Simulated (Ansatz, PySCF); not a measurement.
Process, species as SMILES: NC(=O)C -> C[C]=O + [NH2] (NH2) (the C-N bond breaks)

Property: bond dissociation energy (electronic), in kcal/mol. Set-up: LANL2DZ all-electron up to Ne; 6-311+G** with 5d; no dispersion term unless named; spin-orbit terms left out; six Cartesian d functions in 6-31G* and its kin unless marked 5d; non-relativistic; frozen cores in correlated levels; open shells spin-unrestricted. CBS(X,Y): correlation extrapolated as X^-3; Hartree-Fock from the larger set. The bracket is a focal-point correction in the basis named. First-principles rows: single points at B3LYP-D3(BJ) geometries (Ansatz, an electronic-structure program). A UHF reference is markedly spin-contaminated in at least one set, which strains HF and MP2.

Coupled cluster (Ansatz) is a level with limits of its own, used here on species with T1 under 0.025 (0.045 for open shells) and stable references: RI-MP2/CBS(cc-pVTZ,cc-pVQZ)+[CCSD(T)-MP2]/cc-pVTZ.

Value to compare with, RI-MP2/CBS(cc-pVTZ,cc-pVQZ)+[CCSD(T)-MP2]/cc-pVTZ (Ansatz): 103.9 kcal/mol.

| level | program | bond dissociation energy (electronic) (kcal/mol) | difference |
|---|---|---|---|
| PBE/LANL2DZ | Ansatz | 113.0 | 9.1 |
| BLYP/6-31G* | Ansatz | 98.3 | -5.6 |
| BP86/def2-SVP | PySCF | 106.7 | 2.8 |
| B3LYP/6-31G* | Ansatz | 100.4 | -3.5 |
| B3LYP/def2-SVP | Ansatz | 103.5 | -0.4 |
| B3LYP/6-311+G** | Ansatz | 98.1 | -5.8 |
| MP2/6-311+G** | Ansatz | 103.8 | -0.1 |
| B3LYP-D3(BJ)/def2-TZVPD | Ansatz + dftd3 | 99.8 | -4.1 |

Among the 7 habitual levels, PBE/LANL2DZ lies farthest from RI-MP2/CBS(cc-pVTZ,cc-pVQZ)+[CCSD(T)-MP2]/cc-pVTZ (Ansatz) (9.1 kcal/mol); 2 of 7 lie above it, and their mean absolute difference is 3.9 kcal/mol, the median 3.5. One case shows no general order.

The levels are drawn from those run, B3LYP/6-31G* more often than the rest, none by its result; runs whose electronic state is in doubt are left out.
